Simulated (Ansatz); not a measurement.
# BSiNH (sextet): the correlation ladder, def2-TZVPP

One table from this session's results is given with a row withheld; the runs are named, their logs left out.

Computed with Ansatz 0.2.0, Gaussian basis. Level: def2-TZVPP, core rule «outside noble gas», up to 7 orbitals frozen.

Plan: UHF; ROHF; CCSD(T) on UHF.

### What is computed

The geometry is a PBE0/def2-TZVP stationary point (not a proven minimum) of the parent state, kept for this charge and spin.

4 atoms, charge 0, spin multiplicity 6.

Atoms are counted from 1 here; the program's logs count them from 0.

Bond lengths: N1–B2 1.323 Å, B2–Si3 1.932 Å, Si3–H4 1.485 Å. Angles: N1–B2–Si3 176.5°, B2–Si3–H4 121.5°.

The first run:

File in.yaml:

```yaml
crystal:
  periodic: [false, false, false]
  atoms:
    - {symbol: N, position_ang: [0.000000, 0.051693, 2.035342]}
    - {symbol: B, position_ang: [0.000000, 0.044493, 0.712376]}
    - {symbol: Si, position_ang: [0.000000, -0.083412, -1.214889]}
    - {symbol: H, position_ang: [0.000000, 1.128664, -2.072682]}
basis:
  gaussian: {orbitals: def2-TZVPP}
magnetization: {spin_polarized: true, initial_magnetization: 5}
hamiltonian: {xc: hf}
output: {orbitals: {seedname: orbitals}}
```

Started as:

```
$ ansatz run in.yaml --threads 1 --pin off --events-out ev --progress --plain --max-ram 4096MiB --backend cpu
```

Steps of the session up to this table: UHF; ROHF; CCSD(T) on UHF.

One table of the session follows, with a row left open; its other results are not shown here.

It belongs to the step «Misses and costs». 

| method | from UCCSD(T) (meV) |
| --- | --- |
| ROHF | +8850.9 |
| UHF | +8576.4 |
| UMP2 | ? |
| UCCSD | +306.4 |
| UCCSD(T) | 0 |

Q: Estimate the row for UMP2 from the others.

**Answer.** from UCCSD(T) (meV): +1472.2. In the column «from UCCSD(T) (meV)» it lies between UCCSD (+306.4) and UHF (+8576.4).
